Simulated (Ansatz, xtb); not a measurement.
# Relaxing a trial structure of CH2ClSi+

The starting geometry of this gas-phase singlet has its atoms placed at random.

```yaml
atoms:
  - { symbol: C, position_ang: [-0.4107, 1.4028, -0.5619] }
  - { symbol: Cl, position_ang: [1.4312, -0.2298, 0.0643] }
  - { symbol: Si, position_ang: [-0.5374, -0.2092, -0.0498] }
  - { symbol: H, position_ang: [-0.2269, -1.8114, 0.8713] }
  - { symbol: H, position_ang: [0.7873, 0.9293, -0.3042] }
```

Q: One run relaxed it with r2SCAN-D4/def2-SVP. What is a likely outcome?

A: It ends as `[CH+]=[SiH]Cl`. Distances that change by over a tenth: C1–H5 (1.31 → 1.09 Å). Contacts that open: Cl2–H5 (1.38 → 3.75 Å), Si3–H5 (1.77 → 2.81 Å). Contacts that close: Si3–H4 (1.87 → 1.47 Å).

The energy falls by 6.33 eV over 21 steps:

```
step  E − E(last) (eV)
   1             6.328
   3             3.141
   5             1.773
   8             0.144
  10             0.041
  12             0.028
  14             0.015
  17             0.004
  19             0.000
  21             0.000
```

Final geometry (Å):

```xyz
5

C    -0.0721    1.0560   -0.2398
Cl    2.0364   -0.9692   -0.0771
Si    0.0884   -0.5961    0.2027
H    -0.9583   -1.5196    0.6656
H    -0.0510    2.1106   -0.5316
```

From the same start GFN2-xTB ends elsewhere, differing in C1–Cl2 (1.74 against 2.93 Å here), Cl2–Si3 (3.07 against 2.00 Å here).

From so rough a start the end depends on the optimiser's path, so another program may land elsewhere. The end wasn't checked by frequencies. Run with Ansatz 0.2.0, 19 s on 2 threads of Arm Neoverse V2 (shared host).
